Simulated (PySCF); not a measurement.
Two species compared at the same levels of theory.

First species: C5H6O.
Atom-mapped SMILES: `[CH2:1]=[CH:2][C:3](=[CH2:4])[CH:5]=[O:6]` (hydrogens: H7, H8 on C1; H9 on C2; H10, H11 on C4; H12 on C5)

Second species: 4H-pyran, C5H6O.
SMILES: `C1=COC=CC1`

Levels: wB97X-D/def2-SVPD for dipole moment, HOMO energy, LUMO energy, HOMO–LUMO gap, static isotropic polarisability and electronic spatial extent ⟨r²⟩ about the centre of nuclear charge; TDDFT wB97X-D/def2-SVPD for lowest singlet excitation; TDA wB97X-D/def2-SVPD for lowest triplet excitation (Tamm–Dancoff); ΔSCF wB97X-D/def2-SVPD for vertical ionisation energy; PBE0-D3(BJ)/def2-SVP for rotational constant A and rotational constant C. Geometries: PBE0-D3(BJ)/def2-SVP. All species are isolated and taken at one optimised geometry, non-relativistic unless stated; the electronic structure was computed with PySCF and density fitting.

Dipoles, sizes and rotational constants follow the conformer. The torsions of the flexible species, by atom-mapped SMILES:
- `[CH2:1]=[CH:2][C:3](=[CH2:4])[CH:5]=[O:6]`: C1–C2–C3–C4 180°, C2–C3–C5–O6 -179°

| property | column X | column Y |
| --- | --- | --- |
| dipole moment | 0.92 D | 2.82 D |
| HOMO energy | -7.93 eV | -9.08 eV |
| LUMO energy | 1.85 eV | -0.36 eV |
| HOMO–LUMO gap | 9.78 eV | 8.72 eV |
| lowest singlet excitation | 5.12 eV | 3.69 eV |
| lowest triplet excitation (Tamm–Dancoff) | 3.81 eV | 2.91 eV |
| static isotropic polarisability | 59.2 au | 67.2 au |
| vertical ionisation energy | 8.24 eV | 9.31 eV |
| electronic spatial extent ⟨r²⟩ about the centre of nuclear charge | 469 bohr² | 621 bohr² |
| rotational constant A | 5.767 GHz | 6.493 GHz |
| rotational constant C | 2.770 GHz | 1.916 GHz |

**Question.** Which column belongs to which species?

**Answer.** Column X is the second species and column Y the first. The first has 12 atoms and 44 electrons, the second 12 and 44.

**Question.** How does each property change from the first species to the second?

**Answer.** dipole moment -1.90 D; HOMO energy +1.15 eV; LUMO energy +2.21 eV; HOMO–LUMO gap +1.06 eV; lowest singlet excitation +1.43 eV; lowest triplet excitation (Tamm–Dancoff) +0.90 eV; static isotropic polarisability -8.0 au; vertical ionisation energy -1.07 eV; electronic spatial extent ⟨r²⟩ about the centre of nuclear charge -152 bohr²; rotational constant A -0.726 GHz; rotational constant C +0.854 GHz.

On the first: S1 lies 5.03 eV below the HOMO–LUMO gap; its leading configuration is HOMO−1→LUMO, weight 0.86. The vertical singlet–triplet gap S1 − T1 is 0.78 eV (TDDFT singlet less Tamm–Dancoff triplet; S1: HOMO−1→LUMO, weight 0.86; T1: HOMO→LUMO, weight 0.85).

On the second: In wavenumbers S1 is 41300 cm⁻¹ (1 eV = 8065.54 cm⁻¹). The polarisability is 8.77 Å³ as a volume (1 au = 0.148185 Å³), or 1.35 au for each of the 44 electrons.
